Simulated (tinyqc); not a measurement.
Worked calculation: CID on RHF in the sto-3g basis, frozen core, for LiH, spin multiplicity 1. Computed by tinyqc, a small Python program that keeps every step (integrals from PySCF). Settings: charge = 0, multiplicity = 1, basis = sto-3g, method = RHF, frozen orbitals = 1, energy threshold = 1e-10, iteration cap = 66, orthogonalisation = symmetric, start = atomic densities, DIIS depth = 6, ci = CID. Command: `OMP_NUM_THREADS=1 python tinyqc.py 20096 20097 out.jsonl` (the two numbers bound the seeds that draw the settings). One thread of a shared host (Intel(R) Xeon(R) Processor @ 2.60GHz), about 0.1 s of CPU time with the checks. Later iterations appear only in the table of the cycle.

## One-electron integrals

Geometry (angstrom):
```
atom         x         y         z
Li    0.000000  0.000000  0.000000
H     0.000000  0.000000  1.576000
```

Basis sto-3g: exponents (1/bohr^2) and contraction coefficients of normalised primitives:
```
element  l (shell)   exponent  coefficient
Li           s (1)  16.119575     0.154329
Li           s (1)   2.936201     0.535328
Li           s (1)   0.794651     0.444635
Li           s (2)   0.636290    -0.099967
Li           s (2)   0.147860     0.399513
Li           s (2)   0.048089     0.700115
Li           p (3)   0.636290     0.155916
Li           p (3)   0.147860     0.607684
Li           p (3)   0.048089     0.391957
H            s (1)   3.425251     0.154329
H            s (1)   0.623914     0.535328
H            s (1)   0.168855     0.444635
```

Overlap, kinetic and nuclear-attraction integrals over the contracted functions; the nuclear repulsion is the sum of Za Zb / Rab.

nuclear repulsion = 1.00731703 hartree

overlap S, lower triangle:
```
           1Li 1s    1Li 2s   1Li 2px   1Li 2py   1Li 2pz     2H 1s
1Li 1s   1.000000
1Li 2s   0.241137  1.000000
1Li 2px  0.000000  0.000000  1.000000
1Li 2py  0.000000  0.000000  0.000000  1.000000
1Li 2pz  0.000000  0.000000  0.000000  0.000000  1.000000
2H 1s    0.070009  0.401270  0.000000  0.000000  0.517334  1.000000
```

kinetic energy T (hartree), lower triangle:
```
            1Li 1s    1Li 2s   1Li 2px   1Li 2py   1Li 2pz     2H 1s
1Li 1s    3.576786
1Li 2s   -0.020237  0.102163
1Li 2px   0.000000  0.000000  0.319682
1Li 2py   0.000000  0.000000  0.000000  0.319682
1Li 2pz   0.000000  0.000000  0.000000  0.000000  0.319682
2H 1s    -0.016093  0.043774  0.000000  0.000000  0.132399  0.760032
```

nuclear attraction V (hartree), lower triangle:
```
            1Li 1s     1Li 2s    1Li 2px    1Li 2py    1Li 2pz      2H 1s
1Li 1s   -8.318654
1Li 2s   -1.045305  -1.500674
1Li 2px   0.000000   0.000000  -1.457736
1Li 2py   0.000000   0.000000   0.000000  -1.457736
1Li 2pz  -0.016591  -0.123478   0.000000   0.000000  -1.556986
2H 1s    -0.302341  -0.751996   0.000000   0.000000  -0.982729  -2.231003
```

core Hamiltonian H = T + V (hartree), lower triangle:
```
            1Li 1s     1Li 2s    1Li 2px    1Li 2py    1Li 2pz      2H 1s
1Li 1s   -4.741867
1Li 2s   -1.065542  -1.398511
1Li 2px   0.000000   0.000000  -1.138054
1Li 2py   0.000000   0.000000   0.000000  -1.138054
1Li 2pz  -0.016591  -0.123478   0.000000   0.000000  -1.237305
2H 1s    -0.318434  -0.708222   0.000000   0.000000  -0.850330  -1.470971
```

## Two-electron integrals

Functions are numbered as in S; the eight-fold symmetry (ij|kl) = (ji|kl) = (kl|ij) leaves the list below.

Two-electron integrals (ij|kl) in chemists' order, unique and non-zero (hartree):
```
(11|11) 1.680395   (21|11) 0.265420   (21|21) 0.049941   (22|11) 0.397727
(22|21) 0.092860   (22|22) 0.290562   (31|31) 0.008981   (32|31) 0.013788
(32|32) 0.064184   (33|11) 0.396640   (33|21) 0.092880   (33|22) 0.290497
(33|33) 0.312946   (41|41) 0.008981   (42|41) 0.013788   (42|42) 0.064184
(43|43) 0.016869   (44|11) 0.396640   (44|21) 0.092880   (44|22) 0.290497
(44|33) 0.279207   (44|44) 0.312946   (51|51) 0.008981   (52|51) 0.013788
(52|52) 0.064184   (53|53) 0.016869   (54|54) 0.016869   (55|11) 0.396640
(55|21) 0.092880   (55|22) 0.290497   (55|33) 0.279207   (55|44) 0.279207
(55|55) 0.312946   (61|11) 0.075031   (61|21) 0.014185   (61|22) 0.026815
(61|33) 0.026499   (61|44) 0.026499   (61|51) 0.001675   (61|52) 0.003230
(61|55) 0.027459   (61|61) 0.004403   (62|11) 0.154460   (62|21) 0.036389
(62|22) 0.117833   (62|33) 0.112057   (62|44) 0.112057   (62|51) 0.005947
(62|52) 0.034139   (62|55) 0.129259   (62|61) 0.012299   (62|62) 0.076170
(63|31) 0.003132   (63|32) 0.013990   (63|53) 0.005446   (63|63) 0.005887
(64|41) 0.003132   (64|42) 0.013990   (64|54) 0.005446   (64|64) 0.005887
(65|11) 0.185180   (65|21) 0.044136   (65|22) 0.148554   (65|33) 0.138662
(65|44) 0.138662   (65|51) 0.009265   (65|52) 0.052213   (65|55) 0.168153
(65|61) 0.015604   (65|62) 0.105724   (65|65) 0.149285   (66|11) 0.334379
(66|21) 0.080230   (66|22) 0.283238   (66|33) 0.258767   (66|44) 0.258767
(66|51) 0.015630   (66|52) 0.106450   (66|55) 0.331758   (66|61) 0.028532
(66|62) 0.225822   (66|65) 0.326443   (66|66) 0.774606
```

## Orthogonalisation

S = U s U^T; symmetric (Loewdin) form X = U s^(-1/2) U^T, so that X^T S X = 1.

eigenvalues of S: 0.340130  0.798655  1.000000  1.000000  1.169279  1.691936

X, lower triangle:
```
            1Li 1s     1Li 2s   1Li 2px   1Li 2py    1Li 2pz     2H 1s
1Li 1s    1.023049
1Li 2s   -0.128370   1.114466
1Li 2px   0.000000   0.000000  1.000000
1Li 2py   0.000000   0.000000  0.000000  1.000000
1Li 2pz  -0.004064   0.117150  0.000000  0.000000   1.149688
2H 1s     0.005155  -0.285325  0.000000  0.000000  -0.365411  1.240006
```

## Starting guess

The start is atomic minimal-basis densities projected into this basis (PySCF's MINAO start) and scaled to the electron count of each spin; this density is not idempotent, so its energy is not variational and may lie below the converged one.

D at the start, lower triangle:
```
            1Li 1s    1Li 2s   1Li 2px   1Li 2py   1Li 2pz     2H 1s
1Li 1s    2.075393
1Li 2s   -0.230665  1.049202
1Li 2px   0.000000  0.000000  0.000000
1Li 2py   0.000000  0.000000  0.000000  0.000000
1Li 2pz  -0.002128  0.015398  0.000000  0.000000  0.004980
2H 1s     0.000800  0.078948  0.000000  0.000000  0.064559  0.851401
```

## Iteration 1: building the Fock matrix

J_ij = sum D_kl (ij|kl), K_ij = sum D_kl (ik|jl); F = H + J - 0.5 K; E = tr D H + tr D J / 2 - 0.25 tr D K + E_nn.

Coulomb J (hartree), lower triangle:
```
           1Li 1s    1Li 2s   1Li 2px   1Li 2py   1Li 2pz     2H 1s
1Li 1s   4.117414
1Li 2s   0.705478  1.367884
1Li 2px  0.000000  0.000000  1.342469
1Li 2py  0.000000  0.000000  0.000000  1.342469
1Li 2pz  0.015832  0.104687  0.000000  0.000000  1.411307
2H 1s    0.205794  0.647041  0.000000  0.000000  0.836157  1.696345
```

exchange K (hartree), lower triangle:
```
           1Li 1s    1Li 2s   1Li 2px   1Li 2py   1Li 2pz     2H 1s
1Li 1s   3.423802
1Li 2s   0.561276  0.453910
1Li 2px  0.000000  0.000000  0.087635
1Li 2py  0.000000  0.000000  0.000000  0.087635
1Li 2pz  0.020325  0.121427  0.000000  0.000000  0.238251
2H 1s    0.189303  0.375874  0.000000  0.000000  0.366496  0.824667
```

Fock matrix F (hartree), lower triangle:
```
            1Li 1s     1Li 2s   1Li 2px   1Li 2py    1Li 2pz      2H 1s
1Li 1s   -2.336355
1Li 2s   -0.640702  -0.257582
1Li 2px   0.000000   0.000000  0.160598
1Li 2py   0.000000   0.000000  0.000000  0.160598
1Li 2pz  -0.010921  -0.079505  0.000000  0.000000   0.054877
2H 1s    -0.207291  -0.249118  0.000000  0.000000  -0.197421  -0.186960
```

total energy of this density = -7.66838106 hartree

This density is the starting one; it is not idempotent, so its energy is not variational and may lie below the converged one.

## Iteration 1: diagonalisation and new density

Diagonalise F' = X^T F X, C = X C', fill 2 alpha and 2 beta electrons from the bottom; D = 2 C_occ C_occ^T. Each column has its largest component positive (the first on a tie).

F' = X^T F X (hartree), lower triangle:
```
           1          2         3         4          5         6
1  -2.283100
2  -0.347144  -0.053558
3   0.000000   0.000000  0.160598
4   0.000000   0.000000  0.000000  0.160598
5  -0.000316   0.037270  0.000000  0.000000   0.209883
6  -0.056748  -0.225890  0.000000  0.000000  -0.269944  0.036706
```

orbital energies (hartree): MO1 -2.339353, MO2 -0.260491, MO3 0.044557, MO4 0.160598, MO5 0.160598, MO6 0.465217

coefficients C:
```
              MO1        MO2        MO3        MO4       MO5        MO6
1Li 1s   0.990581  -0.184761  -0.203017   0.000000  0.000000   0.080913
1Li 2s   0.033830   0.456438   0.854282   0.000000  0.000000  -0.643715
1Li 2px  0.000000   0.000000   0.000000   0.999982  0.006002   0.000000
1Li 2py  0.000000   0.000000   0.000000  -0.006002  0.999982   0.000000
1Li 2pz  0.002191   0.231882  -0.503139   0.000000  0.000000  -1.078019
2H 1s    0.008157   0.620113  -0.321558   0.000000  0.000000   1.124531
```

D after iteration 1, lower triangle:
```
            1Li 1s    1Li 2s   1Li 2px   1Li 2py   1Li 2pz     2H 1s
1Li 1s    2.030776
1Li 2s   -0.101641  0.418961
1Li 2px   0.000000  0.000000  0.000000
1Li 2py   0.000000  0.000000  0.000000  0.000000
1Li 2pz  -0.081344  0.211828  0.000000  0.000000  0.107548
2H 1s    -0.212984  0.566639  0.000000  0.000000  0.287622  0.769214
```

Within a degenerate level the vectors are fixed only up to a rotation; this is one choice.

## Iteration 8 (converged): orbitals

converged F (hartree), lower triangle:
```
            1Li 1s     1Li 2s   1Li 2px   1Li 2py    1Li 2pz      2H 1s
1Li 1s   -2.345581
1Li 2s   -0.639912  -0.228341
1Li 2px   0.000000   0.000000  0.163921
1Li 2py   0.000000   0.000000  0.000000  0.163921
1Li 2pz   0.014010  -0.106355  0.000000  0.000000  -0.002631
2H 1s    -0.190884  -0.272470  0.000000  0.000000  -0.236614  -0.154150
```

As before.

F' = X^T F X (hartree), lower triangle:
```
           1          2         3         4          5         6
1  -2.292512
2  -0.351555  -0.004824
3   0.000000   0.000000  0.163921
4   0.000000   0.000000  0.000000  0.163921
5   0.025351   0.023893  0.000000  0.000000   0.166164
6  -0.041607  -0.277866  0.000000  0.000000  -0.318532  0.128413
```

orbital energies (hartree): MO1 -2.348224, MO2 -0.287304, MO3 0.078425, MO4 0.163921, MO5 0.163921, MO6 0.554345

coefficients C:
```
               MO1        MO2        MO3       MO4        MO5        MO6
1Li 1s    0.991225  -0.168700  -0.209731  0.000000   0.000000   0.090426
1Li 2s    0.032566   0.453107   0.799911  0.000000   0.000000  -0.712337
1Li 2px   0.000000   0.000000   0.000000  0.977302  -0.211851   0.000000
1Li 2py   0.000000   0.000000   0.000000  0.211851   0.977302   0.000000
1Li 2pz  -0.006496   0.346862  -0.612363  0.000000   0.000000  -0.986765
2H 1s     0.004921   0.547712  -0.138453  0.000000   0.000000   1.197244
```

D after iteration 8, lower triangle:
```
            1Li 1s    1Li 2s   1Li 2px   1Li 2py   1Li 2pz     2H 1s
1Li 1s    2.021973
1Li 2s   -0.088318  0.412733
1Li 2px   0.000000  0.000000  0.000000
1Li 2py   0.000000  0.000000  0.000000  0.000000
1Li 2pz  -0.129909  0.313908  0.000000  0.000000  0.240712
2H 1s    -0.175042  0.496665  0.000000  0.000000  0.379898  0.600025
```

Within a degenerate level the vectors are fixed only up to a rotation; this is one choice.

## Convergence

Stop when the energy changes by less than 1e-10 hartree and every element of the error matrix X^T (F D S - S D F) X is below 3e-06.

Course of the cycle:
```
iteration  E (hartree)     change  largest element of the error matrix
1          -7.66838106          -                             1.84e-01
2          -7.85415638  -1.86e-01                             7.57e-02
3          -7.86148492  -7.33e-03                             1.93e-02
4          -7.86239518  -9.10e-04                             5.19e-03
5          -7.86255296  -1.58e-04                             2.43e-04
6          -7.86255323  -2.72e-07                             2.41e-05
7          -7.86255323  -1.73e-09                             6.04e-07
8          -7.86255323  -7.19e-13                             1.05e-07
```

PySCF RHF in the same basis = -7.86255323 hartree

Converged in 8 iterations.

## Populations, bond orders and dipole

Mulliken: Z minus the diagonal of D S on the atom; Loewdin: the same with S^(1/2) D S^(1/2); Mayer order: 2 sum_s sum (D(s) S)_ij (D(s) S)_ji over the two atoms.

Charges (e):
```
atom   Mulliken    Loewdin
1Li   -0.016399  -0.013070
2H     0.016399   0.013070
```

Mayer bond orders:
```
pair     order
2-1   0.999731
```

dipole moment about the origin, x y z (debye): 0.000000  0.000000  -4.852918

## Integrals over molecular orbitals

(pq|rs) = sum C_ip C_jq C_kr C_ls (ij|kl), one index at a time.

one-electron integrals over orbitals h = C^T H C (hartree), lower triangle:
```
           1          2          3          4          5          6
1  -4.732387
2   0.106399  -1.501955
3   0.167244   0.033562  -1.127180
4   0.000000   0.000000   0.000000  -1.138054
5   0.000000   0.000000   0.000000   0.000000  -1.138054
6  -0.032749  -0.059519   0.030898   0.000000   0.000000  -0.946809
```

Two-electron integrals over orbitals (pq|rs), unique and non-zero (hartree); the lowest 1 orbital is frozen and left out:
```
(22|22) 0.488978    (32|22) -0.048176   (32|32) 0.012828    (33|22) 0.224304
(33|32) 0.007167    (33|33) 0.338130    (42|42) 0.023555    (43|42) 0.019257
(43|43) 0.041283    (44|22) 0.271357    (44|32) 0.005508    (44|33) 0.282050
(44|44) 0.312946    (52|52) 0.023555    (53|52) 0.019257    (53|53) 0.041283
(54|54) 0.016869    (55|22) 0.271357    (55|32) 0.005508    (55|33) 0.282050
(55|44) 0.279207    (55|55) 0.312946    (62|22) 0.128045    (62|32) -0.034319
(62|33) -0.011769   (62|44) -0.015054   (62|55) -0.015054   (62|62) 0.123671
(63|22) -0.051246   (63|32) 0.009166    (63|33) 0.035992    (63|44) 0.002031
(63|55) 0.002031    (63|62) -0.031684   (63|63) 0.026397    (64|42) -0.019573
(64|43) -0.013765   (64|64) 0.019677    (65|52) -0.019573   (65|53) -0.013765
(65|65) 0.019677    (66|22) 0.454772    (66|32) -0.043068   (66|33) 0.241588
(66|44) 0.268437    (66|55) 0.268437    (66|62) 0.135749    (66|63) -0.043957
(66|66) 0.454571
```

## CID: determinants and Hamiltonian

one-electron integrals dressed by the frozen orbital, h + 2 (pq|11) - (p1|1q) (hartree), lower triangle:
```
           2          3          4          5          6
2  -0.776282
3   0.048176  -0.357356
4   0.000000   0.000000  -0.355238
5   0.000000   0.000000   0.000000  -0.355238
6  -0.128045   0.068174   0.000000   0.000000  -0.231529
```

energy of the frozen orbital, 2 h_11 + (11|11) = -7.80628438 hartree

Hartree-Fock energy = -7.86255323 hartree

Slater-Condon rules over spin orbitals, with the nuclear repulsion and the energy of the frozen orbital added and E(HF) subtracted on the diagonal. Only determinants linked to the reference directly or through others are kept (one block of an abelian symmetry group), so some states are absent.

Occupation strings over the orbitals (2 doubly, a alpha, b beta, 0 empty; spin orbitals ordered 1a 1b 2a 2b ...): 220000 202000 20a00b 200200 200020 20b00a 200002

H - E(HF) between determinants (hartree), lower triangle:
```
           220000     202000     20a00b    200200    200020     20b00a    200002
220000   0.000000
202000   0.012828   0.687004
20a00b  -0.034319   0.104165   0.716289
200200   0.023555   0.041283  -0.013765  0.666055
200020   0.023555   0.041283  -0.013765  0.016869  0.666055
20b00a   0.034319  -0.104165  -0.026397  0.013765  0.013765   0.716289
200002   0.123671   0.026397   0.024216  0.019677  0.019677  -0.024216  1.055099
```

## CID: roots

Diagonalise (each vector has its largest component positive (the first on a tie)); all determinants have Ms = 0, so triplets appear too. The lowest singlet root is the correlation energy.

lowest roots of this matrix, relative to E(HF) (hartree): -0.019431  0.538768  0.649186  0.689892  0.709453  0.859090  1.079833

lowest vectors:
```
           root 1     root 2     root 3    root 4
220000   0.989777   0.045212   0.000000  0.000000
202000  -0.025560   0.715523   0.000000  0.000000
20a00b   0.050748  -0.398487   0.000000  0.707107
200200  -0.026492  -0.290046   0.707107  0.000000
200020  -0.026492  -0.290046  -0.707107  0.000000
20b00a  -0.050748   0.398487   0.000000  0.707107
200002  -0.114606   0.012075   0.000000  0.000000
```

<S^2> of these roots: 0.000000  0.000000  0.000000  2.000000  0.000000  0.000000  0.000000

weight of the ground state by excitation level 0, 1, 2, ...: 0.979658  0.000000  0.020342
